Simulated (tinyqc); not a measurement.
Worked calculation (part 1 of 2): ROHF in the sto-3g basis, for H2O, spin multiplicity 3. Computed by tinyqc, a small Python program that keeps every step (integrals from PySCF). Settings: charge = 0, multiplicity = 3, basis = sto-3g, energy threshold = 1e-09, iteration cap = 68, orthogonalisation = canonical, start = core, DIIS depth = 8, method = ROHF. Command: `OMP_NUM_THREADS=1 python tinyqc.py 22648 22649 out.jsonl` (the two numbers bound the seeds that draw the settings). One thread of a shared host (Intel(R) Xeon(R) Processor @ 2.60GHz), about 0.06 s of CPU time with the checks. Later iterations appear only in the table of the cycle.

## One-electron integrals

Geometry (angstrom):
```
atom         x          y         z
O     0.000000   0.000000  0.000000
H     0.000000   0.989000  0.828000
H     0.000000  -0.989000  0.828000
```

Basis sto-3g: exponents (1/bohr^2) and contraction coefficients of normalised primitives:
```
element  l (shell)    exponent  coefficient
O            s (1)  130.709320     0.154329
O            s (1)   23.808861     0.535328
O            s (1)    6.443608     0.444635
O            s (2)    5.033151    -0.099967
O            s (2)    1.169596     0.399513
O            s (2)    0.380389     0.700115
O            p (3)    5.033151     0.155916
O            p (3)    1.169596     0.607684
O            p (3)    0.380389     0.391957
H            s (1)    3.425251     0.154329
H            s (1)    0.623914     0.535328
H            s (1)    0.168855     0.444635
```

Overlap, kinetic and nuclear-attraction integrals over the contracted functions; the nuclear repulsion is the sum of Za Zb / Rab.

nuclear repulsion = 6.83174883 hartree

overlap S, lower triangle:
```
           1O 1s     1O 2s    1O 2px     1O 2py    1O 2pz     2H 1s     3H 1s
1O 1s   1.000000
1O 2s   0.236704  1.000000
1O 2px  0.000000  0.000000  1.000000
1O 2py  0.000000  0.000000  0.000000   1.000000
1O 2pz  0.000000  0.000000  0.000000   0.000000  1.000000
2H 1s   0.024619  0.285778  0.000000   0.205994  0.172460  1.000000
3H 1s   0.024619  0.285778  0.000000  -0.205994  0.172460  0.123586  1.000000
```

kinetic energy T (hartree), lower triangle:
```
            1O 1s     1O 2s    1O 2px     1O 2py    1O 2pz      2H 1s     3H 1s
1O 1s   29.003200
1O 2s   -0.168011  0.808128
1O 2px   0.000000  0.000000  2.528731
1O 2py   0.000000  0.000000  0.000000   2.528731
1O 2pz   0.000000  0.000000  0.000000   0.000000  2.528731
2H 1s   -0.007859  0.021197  0.000000   0.072906  0.061038   0.760032
3H 1s   -0.007859  0.021197  0.000000  -0.072906  0.061038  -0.009831  0.760032
```

nuclear attraction V (hartree), lower triangle:
```
             1O 1s      1O 2s     1O 2px     1O 2py     1O 2pz      2H 1s      3H 1s
1O 1s   -61.438982
1O 2s    -7.377301  -9.871377
1O 2px    0.000000   0.000000  -9.759020
1O 2py    0.000000   0.000000   0.000000  -9.828680
1O 2pz   -0.010976  -0.137150   0.000000   0.000000  -9.807846
2H 1s    -0.784009  -2.065829   0.000000  -1.291098  -1.110565  -4.744245
3H 1s    -0.784009  -2.065829   0.000000   1.291098  -1.110565  -0.646403  -4.744245
```

core Hamiltonian H = T + V (hartree), lower triangle:
```
             1O 1s      1O 2s     1O 2px     1O 2py     1O 2pz      2H 1s      3H 1s
1O 1s   -32.435782
1O 2s    -7.545312  -9.063249
1O 2px    0.000000   0.000000  -7.230289
1O 2py    0.000000   0.000000   0.000000  -7.299949
1O 2pz   -0.010976  -0.137150   0.000000   0.000000  -7.279115
2H 1s    -0.791869  -2.044632   0.000000  -1.218192  -1.049527  -3.984213
3H 1s    -0.791869  -2.044632   0.000000   1.218192  -1.049527  -0.656234  -3.984213
```

## Two-electron integrals

Functions are numbered as in S; the eight-fold symmetry (ij|kl) = (ji|kl) = (kl|ij) leaves the list below.

Two-electron integrals (ij|kl) in chemists' order, unique and non-zero (hartree):
```
(11|11) 4.785065    (21|11) 0.741380    (21|21) 0.136873    (22|11) 1.118947
(22|21) 0.256633    (22|22) 0.817206    (31|31) 0.024477    (32|31) 0.037809
(32|32) 0.180518    (33|11) 1.115814    (33|21) 0.256684    (33|22) 0.817023
(33|33) 0.880159    (41|41) 0.024477    (42|41) 0.037809    (42|42) 0.180518
(43|43) 0.047444    (44|11) 1.115814    (44|21) 0.256684    (44|22) 0.817023
(44|33) 0.785270    (44|44) 0.880159    (51|51) 0.024477    (52|51) 0.037809
(52|52) 0.180518    (53|53) 0.047444    (54|54) 0.047444    (55|11) 1.115814
(55|21) 0.256684    (55|22) 0.817023    (55|33) 0.785270    (55|44) 0.785270
(55|55) 0.880159    (61|11) 0.077907    (61|21) 0.014280    (61|22) 0.026666
(61|33) 0.026617    (61|41) 0.000481    (61|42) 0.000914    (61|44) 0.026706
(61|51) 0.000403    (61|52) 0.000765    (61|54) 0.000075    (61|55) 0.026679
(61|61) 0.001507    (62|11) 0.219791    (62|21) 0.051176    (62|22) 0.184347
(62|33) 0.181040    (62|41) 0.002918    (62|42) 0.023850    (62|44) 0.186763
(62|51) 0.002443    (62|52) 0.019967    (62|54) 0.004791    (62|55) 0.185051
(62|61) 0.005453    (62|62) 0.054852    (63|31) 0.004970    (63|32) 0.030307
(63|43) 0.004746    (63|53) 0.003973    (63|63) 0.007220    (64|11) 0.131507
(64|21) 0.030981    (64|22) 0.119230    (64|33) 0.114056    (64|41) 0.006490
(64|42) 0.044593    (64|44) 0.127012    (64|51) 0.001273    (64|52) 0.011961
(64|54) 0.006874    (64|55) 0.116484    (64|61) 0.003421    (64|62) 0.043204
(64|64) 0.040896    (65|11) 0.110099    (65|21) 0.025938    (65|22) 0.099821
(65|33) 0.095489    (65|41) 0.001273    (65|42) 0.011961    (65|44) 0.098389
(65|51) 0.006036    (65|52) 0.040321    (65|54) 0.007174    (65|55) 0.105468
(65|61) 0.002864    (65|62) 0.036171    (65|64) 0.028194    (65|65) 0.030824
(66|11) 0.406125    (66|21) 0.096037    (66|22) 0.398905    (66|33) 0.384658
(66|41) 0.006112    (66|42) 0.071049    (66|44) 0.409535    (66|51) 0.005117
(66|52) 0.059483    (66|54) 0.020828    (66|55) 0.402095    (66|61) 0.010277
(66|62) 0.160576    (66|64) 0.144694    (66|65) 0.121139    (66|66) 0.774606
(71|11) 0.077907    (71|21) 0.014280    (71|22) 0.026666    (71|33) 0.026617
(71|41) -0.000481   (71|42) -0.000914   (71|44) 0.026706    (71|51) 0.000403
(71|52) 0.000765    (71|54) -0.000075   (71|55) 0.026679    (71|61) 0.001487
(71|62) 0.005295    (71|64) 0.003084    (71|65) 0.002785    (71|66) 0.009934
(71|71) 0.001507    (72|11) 0.219791    (72|21) 0.051176    (72|22) 0.184347
(72|33) 0.181040    (72|41) -0.002918   (72|42) -0.023850   (72|44) 0.186763
(72|51) 0.002443    (72|52) 0.019967    (72|54) -0.004791   (72|55) 0.185051
(72|61) 0.005295    (72|62) 0.042999    (72|64) 0.023758    (72|65) 0.027534
(72|66) 0.100255    (72|71) 0.005453    (72|72) 0.054852    (73|31) 0.004970
(73|32) 0.030307    (73|43) -0.004746   (73|53) 0.003973    (73|63) 0.005438
(73|73) 0.007220    (74|11) -0.131507   (74|21) -0.030981   (74|22) -0.119230
(74|33) -0.114056   (74|41) 0.006490    (74|42) 0.044593    (74|44) -0.127012
(74|51) -0.001273   (74|52) -0.011961   (74|54) 0.006874    (74|55) -0.116484
(74|61) -0.003084   (74|62) -0.023758   (74|64) -0.008092   (74|65) -0.014966
(74|66) -0.052159   (74|71) -0.003421   (74|72) -0.043204   (74|74) 0.040896
(75|11) 0.110099    (75|21) 0.025938    (75|22) 0.099821    (75|33) 0.095489
(75|41) -0.001273   (75|42) -0.011961   (75|44) 0.098389    (75|51) 0.006036
(75|52) 0.040321    (75|54) -0.007174   (75|55) 0.105468    (75|61) 0.002785
(75|62) 0.027534    (75|64) 0.014966    (75|65) 0.022814    (75|66) 0.069665
(75|71) 0.002864    (75|72) 0.036171    (75|74) -0.028194   (75|75) 0.030824
(76|11) 0.063606    (76|21) 0.014969    (76|22) 0.059341    (76|33) 0.057877
(76|44) 0.058922    (76|51) 0.001063    (76|52) 0.010736    (76|55) 0.061160
(76|61) 0.001580    (76|62) 0.018039    (76|64) 0.012472    (76|65) 0.013422
(76|66) 0.058229    (76|71) 0.001580    (76|72) 0.018039    (76|74) -0.012472
(76|75) 0.013422    (76|76) 0.007904    (77|11) 0.406125    (77|21) 0.096037
(77|22) 0.398905    (77|33) 0.384658    (77|41) -0.006112   (77|42) -0.071049
(77|44) 0.409535    (77|51) 0.005117    (77|52) 0.059483    (77|54) -0.020828
(77|55) 0.402095    (77|61) 0.009934    (77|62) 0.100255    (77|64) 0.052159
(77|65) 0.069665    (77|66) 0.266551    (77|71) 0.010277    (77|72) 0.160576
(77|74) -0.144694   (77|75) 0.121139    (77|76) 0.058229    (77|77) 0.774606
```

## Orthogonalisation

S = U s U^T; canonical form X = U s^(-1/2), so that X^T S X = 1. Each column of U has its largest component positive (the first on a tie).

eigenvalues of S: 0.543668  0.640406  0.885716  1.000000  1.109253  1.236008  1.584949

X:
```
                1          2          3         4          5          6         7
1O 1s   -0.417397   0.000000   0.687136  0.000000   0.606197   0.000000  0.223911
1O 2s    0.921820   0.000000  -0.284393  0.000000   0.319322   0.000000  0.472116
1O 2px   0.000000   0.000000   0.000000  1.000000   0.000000   0.000000  0.000000
1O 2py   0.000000   0.786606   0.000000  0.000000   0.000000   0.698904  0.000000
1O 2pz   0.425639   0.000000   0.687238  0.000000  -0.599881   0.000000  0.230231
2H 1s   -0.563123  -0.686571  -0.227705  0.000000  -0.190012   0.400368  0.390448
3H 1s   -0.563123   0.686571  -0.227705  0.000000  -0.190012  -0.400368  0.390448
```

## Starting guess

The start is the orbitals of the core Hamiltonian; D(s) = C_occ C_occ^T for each spin.

D(alpha) at the start, lower triangle:
```
            1O 1s      1O 2s    1O 2px     1O 2py     1O 2pz     2H 1s     3H 1s
1O 1s    1.063987
1O 2s   -0.280898   1.255491
1O 2px   0.000000   0.000000  1.000000
1O 2py   0.000000   0.000000  0.000000   1.066776
1O 2pz  -0.017530   0.114058  0.000000   0.000000   1.066327
2H 1s    0.050823  -0.330679  0.000000  -0.101642  -0.192297  0.567197
3H 1s    0.050823  -0.330679  0.000000   0.101642  -0.192297  0.547828  0.567197
```

D(beta) at the start, lower triangle:
```
            1O 1s      1O 2s    1O 2px     1O 2py     1O 2pz     2H 1s     3H 1s
1O 1s    1.062639
1O 2s   -0.269409   1.157563
1O 2px   0.000000   0.000000  0.000000
1O 2py   0.000000   0.000000  0.000000   1.066776
1O 2pz  -0.011752   0.064807  0.000000   0.000000   1.041558
2H 1s    0.023741  -0.099850  0.000000  -0.101642  -0.076207  0.023102
3H 1s    0.023741  -0.099850  0.000000   0.101642  -0.076207  0.003733  0.023102
```

## Iteration 1: building the Fock matrix

J_ij = sum D_kl (ij|kl) with D = D(alpha) + D(beta), K_ij = sum D_kl (ik|jl) for each spin; F = H + J - K(s); E = tr D H + tr D J / 2 - 0.5 sum_s tr D(s) K(s) + E_nn.

Coulomb J (hartree), lower triangle:
```
            1O 1s     1O 2s    1O 2px     1O 2py    1O 2pz     2H 1s     3H 1s
1O 1s   17.877804
1O 2s    3.383630  8.374197
1O 2px   0.000000  0.000000  8.291600
1O 2py   0.000000  0.000000  0.000000   8.406206
1O 2pz   0.007702  0.057243  0.000000   0.000000  8.401353
2H 1s    0.353579  1.862282  0.000000   1.198237  1.015332  4.122278
3H 1s    0.353579  1.862282  0.000000  -1.198237  1.015332  0.600585  4.122278
```

exchange K(alpha) (hartree), lower triangle:
```
           1O 1s     1O 2s    1O 2px     1O 2py    1O 2pz     2H 1s     3H 1s
1O 1s   4.923061
1O 2s   0.859007  1.443880
1O 2px  0.000000  0.000000  1.182891
1O 2py  0.000000  0.000000  0.000000   1.191344
1O 2pz  0.000616  0.013395  0.000000   0.000000  1.191852
2H 1s   0.094889  0.312303  0.000000   0.155646  0.148794  0.471354
3H 1s   0.094889  0.312303  0.000000  -0.155646  0.148794  0.195364  0.471354
```

exchange K(beta) (hartree), lower triangle:
```
           1O 1s     1O 2s    1O 2px     1O 2py    1O 2pz     2H 1s     3H 1s
1O 1s   4.896834
1O 2s   0.820866  1.252034
1O 2px  0.000000  0.000000  0.300230
1O 2py  0.000000  0.000000  0.000000   1.133849
1O 2pz  0.000492  0.002735  0.000000   0.000000  1.132947
2H 1s   0.090543  0.237141  0.000000   0.121933  0.101557  0.078529
3H 1s   0.090543  0.237141  0.000000  -0.121933  0.101557  0.043176  0.078529
```

F(alpha) (hartree), lower triangle:
```
             1O 1s      1O 2s     1O 2px     1O 2py     1O 2pz      2H 1s      3H 1s
1O 1s   -19.481039
1O 2s    -5.020689  -2.132931
1O 2px    0.000000   0.000000  -0.121580
1O 2py    0.000000   0.000000   0.000000  -0.085087
1O 2pz   -0.003891  -0.093302   0.000000   0.000000  -0.069615
2H 1s    -0.533179  -0.494654   0.000000  -0.175602  -0.182989  -0.333289
3H 1s    -0.533179  -0.494654   0.000000   0.175602  -0.182989  -0.251013  -0.333289
```

F(beta) (hartree), lower triangle:
```
             1O 1s      1O 2s    1O 2px     1O 2py     1O 2pz      2H 1s     3H 1s
1O 1s   -19.454811
1O 2s    -4.982549  -1.941085
1O 2px    0.000000   0.000000  0.761081
1O 2py    0.000000   0.000000  0.000000  -0.027592
1O 2pz   -0.003767  -0.082642  0.000000   0.000000  -0.010709
2H 1s    -0.528833  -0.419491  0.000000  -0.141889  -0.135752   0.059536
3H 1s    -0.528833  -0.419491  0.000000   0.141889  -0.135752  -0.098825  0.059536
```

total energy of this density = -73.97955541 hartree

## Iteration 1: Roothaan effective Fock matrix

With projectors Pc = D(beta) S, Po = (D(alpha) - D(beta)) S, Pv = 1 - D(alpha) S, the block xy is Px^T F Py; with Fc = (F(alpha) + F(beta))/2, the blocks are Fc for cc, oo, vv and cv, F(beta) for co and F(alpha) for ov.

effective F (hartree), lower triangle:
```
             1O 1s      1O 2s    1O 2px     1O 2py     1O 2pz      2H 1s      3H 1s
1O 1s   -19.467921
1O 2s    -5.001850  -2.038272
1O 2px    0.000000   0.000000  0.319751
1O 2py    0.000000   0.000000  0.000000  -0.056339
1O 2pz   -0.004028  -0.088120  0.000000   0.000000  -0.039544
2H 1s    -0.532445  -0.460999  0.000000  -0.158745  -0.157174  -0.137949
3H 1s    -0.532445  -0.460999  0.000000   0.158745  -0.157174  -0.175992  -0.137949
```

## Iteration 1: diagonalisation and new density

Diagonalise F' = X^T F X, C = X C', fill 6 alpha and 4 beta electrons from the bottom; D(s) = C_occ C_occ^T. Each column has its largest component positive (the first on a tie).

F' = X^T F X (hartree), lower triangle:
```
           1         2          3         4          5          6          7
1  -0.941341
2   0.000000  0.343934
3   2.727500  0.000000  -7.110239
4   0.000000  0.000000   0.000000  0.319751
5   2.700699  0.000000  -7.903146  0.000000  -9.012919
6   0.000000  0.000471   0.000000  0.000000   0.000000  -0.193003
7   1.193031  0.000000  -4.098024  0.000000  -4.819983   0.000000  -3.187887
```

orbital energies (hartree): MO1 -19.477162, MO2 -0.834985, MO3 -0.193004, MO4 -0.146665, MO5 0.206426, MO6 0.319751, MO7 0.343934

coefficients C:
```
              MO1        MO2        MO3        MO4        MO5       MO6        MO7
1O 1s    0.994151  -0.245459   0.000000   0.100372  -0.072983  0.000000   0.000000
1O 2s    0.024411   0.924176   0.000000  -0.480879   0.411763  0.000000   0.000000
1O 2px   0.000000   0.000000   0.000000   0.000000   0.000000  1.000000   0.000000
1O 2py   0.000000   0.000000   0.698214   0.000000   0.000000  0.000000   0.787219
1O 2pz   0.001489   0.105450   0.000000   0.648028   0.797035  0.000000   0.000000
2H 1s   -0.003558   0.130173   0.400970   0.422309  -0.601839  0.000000  -0.686220
3H 1s   -0.003558   0.130173  -0.400970   0.422309  -0.601839  0.000000   0.686220
```

D(alpha) after iteration 1, lower triangle:
```
            1O 1s      1O 2s    1O 2px     1O 2py     1O 2pz     2H 1s     3H 1s
1O 1s    1.063987
1O 2s   -0.280898   1.255491
1O 2px   0.000000   0.000000  1.000000
1O 2py   0.000000   0.000000  0.000000   0.487502
1O 2pz  -0.017530   0.114058  0.000000   0.000000   1.066327
2H 1s    0.050823  -0.330679  0.000000   0.279963  -0.192297  0.718289
3H 1s    0.050823  -0.330679  0.000000  -0.279963  -0.192297  0.396735  0.718289
```

D(beta) after iteration 1, lower triangle:
```
            1O 1s      1O 2s    1O 2px     1O 2py    1O 2pz     2H 1s     3H 1s
1O 1s    1.058661
1O 2s   -0.250846   1.085942
1O 2px   0.000000   0.000000  0.000000
1O 2py   0.000000   0.000000  0.000000   0.487502
1O 2pz   0.040641  -0.214132  0.000000   0.000000  0.431062
2H 1s    0.006898  -0.082864  0.000000   0.279963  0.287389  0.356080
3H 1s    0.006898  -0.082864  0.000000  -0.279963  0.287389  0.034525  0.356080
```

## Iteration 2: building the Fock matrix

As before.

Coulomb J (hartree), lower triangle:
```
            1O 1s     1O 2s    1O 2px     1O 2py    1O 2pz     2H 1s     3H 1s
1O 1s   16.781392
1O 2s    3.137493  7.767213
1O 2px   0.000000  0.000000  7.705056
1O 2py   0.000000  0.000000  0.000000   7.777715
1O 2pz   0.006676  0.111964  0.000000   0.000000  7.795166
2H 1s    0.327981  1.783297  0.000000   1.166031  1.004462  4.280463
3H 1s    0.327981  1.783297  0.000000  -1.166031  1.004462  0.598344  4.280463
```

exchange K(alpha) (hartree), lower triangle:
```
           1O 1s     1O 2s    1O 2px     1O 2py    1O 2pz     2H 1s     3H 1s
1O 1s   4.909623
1O 2s   0.840077  1.379296
1O 2px  0.000000  0.000000  1.163190
1O 2py  0.000000  0.000000  0.000000   0.890169
1O 2pz  0.001669  0.028790  0.000000   0.000000  1.177740
2H 1s   0.093642  0.330119  0.000000   0.260536  0.165585  0.649213
3H 1s   0.093642  0.330119  0.000000  -0.260536  0.165585  0.145891  0.649213
```

exchange K(beta) (hartree), lower triangle:
```
           1O 1s      1O 2s    1O 2px     1O 2py    1O 2pz     2H 1s     3H 1s
1O 1s   4.864532
1O 2s   0.781839   1.101411
1O 2px  0.000000   0.000000  0.252049
1O 2py  0.000000   0.000000  0.000000   0.816608
1O 2pz  0.002171  -0.054518  0.000000   0.000000  0.745114
2H 1s   0.086512   0.296605  0.000000   0.246844  0.221040  0.480988
3H 1s   0.086512   0.296605  0.000000  -0.246844  0.221040  0.096969  0.480988
```

F(alpha) (hartree), lower triangle:
```
             1O 1s      1O 2s     1O 2px     1O 2py     1O 2pz      2H 1s      3H 1s
1O 1s   -20.564013
1O 2s    -5.247897  -2.675332
1O 2px    0.000000   0.000000  -0.688423
1O 2py    0.000000   0.000000   0.000000  -0.412403
1O 2pz   -0.005969  -0.053977   0.000000   0.000000  -0.661689
2H 1s    -0.557530  -0.591455   0.000000  -0.312698  -0.210650  -0.352963
3H 1s    -0.557530  -0.591455   0.000000   0.312698  -0.210650  -0.203780  -0.352963
```

F(beta) (hartree), lower triangle:
```
             1O 1s      1O 2s    1O 2px     1O 2py     1O 2pz      2H 1s      3H 1s
1O 1s   -20.518922
1O 2s    -5.189658  -2.397447
1O 2px    0.000000   0.000000  0.222718
1O 2py    0.000000   0.000000  0.000000  -0.338842
1O 2pz   -0.006472   0.029332  0.000000   0.000000  -0.229063
2H 1s    -0.550399  -0.557940  0.000000  -0.299005  -0.266105  -0.184738
3H 1s    -0.550399  -0.557940  0.000000   0.299005  -0.266105  -0.154858  -0.184738
```

total energy of this density = -74.67846764 hartree

## Iteration 2: Roothaan effective Fock matrix

As before.

effective F (hartree), lower triangle:
```
             1O 1s      1O 2s     1O 2px     1O 2py     1O 2pz      2H 1s      3H 1s
1O 1s   -20.541544
1O 2s    -5.218675  -2.531053
1O 2px    0.000000   0.000000  -0.232852
1O 2py    0.000000   0.000000   0.000000  -0.375623
1O 2pz   -0.002081   0.021073   0.000000   0.000000  -0.392802
2H 1s    -0.557342  -0.594659   0.000000  -0.305852  -0.229441  -0.308733
3H 1s    -0.557342  -0.594659   0.000000   0.305852  -0.229441  -0.219201  -0.308733
```

## Iteration 2: DIIS over 2 matrices

error matrix X^T (FDS - SDF) X:
```
           1         2          3         4          5          6          7
1   0.000000  0.000000  -0.067478  0.000000   0.082592   0.000000   0.003725
2   0.000000  0.000000   0.000000  0.000000   0.000000  -0.114382   0.000000
3   0.067478  0.000000   0.000000  0.000000   0.046072   0.000000  -0.012160
4   0.000000  0.000000   0.000000  0.000000   0.000000   0.000000   0.000000
5  -0.082592  0.000000  -0.046072  0.000000   0.000000   0.000000   0.017428
6   0.000000  0.114382   0.000000  0.000000   0.000000   0.000000   0.000000
7  -0.003725  0.000000   0.012160  0.000000  -0.017428   0.000000   0.000000
```

B (overlaps of the stored error matrices):
```
                1               2
1   7.3452716e-01  -1.3620499e-01
2  -1.3620499e-01   5.4091979e-02
```

Minimise |sum c_i e_i|^2 with sum c_i = 1: solve [B -1; -1 0][c; lambda] = [0; -1] with B_ij = tr e_i^T e_j, and take F = sum c_i F_i.

DIIS coefficients: 0.179351  0.820649

extrapolated F (hartree), lower triangle:
```
             1O 1s      1O 2s     1O 2px     1O 2py     1O 2pz      2H 1s      3H 1s
1O 1s   -20.348988
1O 2s    -5.179788  -2.442672
1O 2px    0.000000   0.000000  -0.133742
1O 2py    0.000000   0.000000   0.000000  -0.318359
1O 2pz   -0.002430   0.001489   0.000000   0.000000  -0.329444
2H 1s    -0.552876  -0.570687   0.000000  -0.279468  -0.216480  -0.278102
3H 1s    -0.552876  -0.570687   0.000000   0.279468  -0.216480  -0.211451  -0.278102
```
